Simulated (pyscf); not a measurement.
`[CH3][GaH][CH3]` + `[FH]` → `[CH4]` + `[CH3][GaH][F]` (four-centre exchange; singlet surface; C–Ga, F–H broken, C–H, F–Ga formed). Single points on ωB97X-D3(BJ)/def2-SVP structures (PySCF, gas phase). Rate constants from transition-state theory, ωB97M-D3(BJ)/def2-TZVP energies (ideal gas, 1 atm, RRHO with modes under 100 cm⁻¹ raised to 100, one conformer, R ln 2 for chiral ones without a mode under 150 cm⁻¹; no tunnelling), k in cm³ molecule⁻¹ s⁻¹.

| T (K) | 1000/T | log10 k |
|---|---|---|
| 298 | 3.354 | -15.86 |
| 600 | 1.667 | -14.48 |
| 900 | 1.111 | ? |
| 1200 | 0.833 | -13.50 |

**Question.** Fit an Arrhenius line to the three values, give the activation energy, and predict k at 900 K.

**Answer.** Least squares gives log10 k = -12.82 − 0.92 × 1000/T, so Ea = 0.92 × ln 10 × 1.987 = 4.2 kcal/mol, against an electronic barrier of 3.4. At 900 K the line gives -13.84; the computed value is -13.89 (ΔG‡ = 34.0 kcal/mol), close to the line. On the reactant side the descent ends in a complex, 6.4 kcal/mol under the separated species and 9.4 kcal/mol under the saddle at ωB97X-D3(BJ)/def2-TZVP. This is the saddle that the search found; another between the same sides may lie lower. Elements up to Kr have no core potential and no relativistic terms here.
